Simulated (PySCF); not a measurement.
methanethiol (CH4S), SMILES CS. Geometry: ωB97X-D3(BJ)/def2-TZVP.

Method: ωB97X-D3(BJ)/def2-TZVP run with PySCF.

Harmonic wavenumbers (cm⁻¹): 240, 747, 814, 986, 1113, 1378, 1484, 1498, 2755, 3083, 3172, 3172. Rotational constants (GHz): 103.4, 13.01, 12.48; symmetry number 1.

Q: Work out the zero-point energy and the ideal-gas rigid-rotor harmonic-oscillator thermochemistry at 298.15 K and 1 atm.

A: ZPE = ½ Σ hcν = ½ × 20440 cm⁻¹ = 29.22 kcal/mol. H − E(el) = 32.06 kcal/mol. Entropy in cal/(mol K): translation 37.54, rotation 20.49, vibration 2.45, total 60.48. G − E(el) = 14.03 kcal/mol. Cp = 12.03 cal/(mol K).
